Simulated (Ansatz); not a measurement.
# C₂H₇N, singlet: the ladder up to RCCSDTQ

Geometry: MP2(full)/6-31G*, from the G2/97 set.

```xyz
10

C    -0.0160   -0.2566    1.2049
N    -0.0160    0.5606    0.0000
C    -0.0160   -0.2566   -1.2049
H     0.8030   -0.9946    1.2485
H     0.0511    0.3893    2.0834
H    -0.9607   -0.8049    1.2617
H     0.8168    1.1463    0.0000
H     0.8030   -0.9946   -1.2485
H     0.0511    0.3893   -2.0834
H    -0.9607   -0.8049   -1.2617
```

Basis STO-3G; Ansatz 0.2.0. Correlated methods freeze the noble-gas cores, which leaves 20 electrons in 19 orbitals. R marks a restricted (for open shells ROHF) determinant. Active spaces: frontier = (8e, 8o) about the gap.

Full CI isn't at hand for all of this; RCCSDTQ serves as the reference, and is uncertain by about the last step of the cluster series.

* UHF ⟨S²⟩: 0.000
* T1 diagnostic (RCCSD): 0.0041
* largest doubles amplitude (RCCSD): 0.038

Q: From what is known of these methods and the diagnostics, rank them by the size of their error in total energy against RCCSDTQ in STO-3G, smallest first (an estimate: the text doesn't fix the numbers).
A. RCCSD
B. CASSCF (frontier space)
C. MRCISD (frontier space)
D. RHF
E. BCCD(T)

A: E (1.3 kJ/mol), A (4.4 kJ/mol), C (19.5 kJ/mol), B (341.2 kJ/mol), D (531.4 kJ/mol).

All errors are against RCCSDTQ in STO-3G. Within each family the higher level lies nearer, as is usual though not guaranteed.

Atomization energy (electronic, same basis, no zero-point term; atoms at the same level, unrestricted beside the R rows where the molecule is a closed shell, with restricted open-shell steps beyond CCSDT(Q)) at RCCSDTQ: 3650.9 kJ/mol. Errors of other levels:

```json
{"level": "RHF", "error (kJ/mol)": "-425.2"}
{"level": "RMP2", "error (kJ/mol)": "-83.4"}
{"level": "CISD", "error (kJ/mol)": "-45.5"}
{"level": "RCCSD", "error (kJ/mol)": "-4.5"}
{"level": "RCCSD(T)", "error (kJ/mol)": "-1.3"}
{"level": "BCCD(T)", "error (kJ/mol)": "-1.3"}
{"level": "RCCSDT", "error (kJ/mol)": "-0.5"}
{"level": "CISDTQ", "error (kJ/mol)": "-2.2"}
{"level": "RCCSDT(Q)", "error (kJ/mol)": "-0.1"}
```

This basis is far from its limit, so the value isn't to be set against a measured one. Truncated CI isn't size-consistent, which counts against it in atomization.
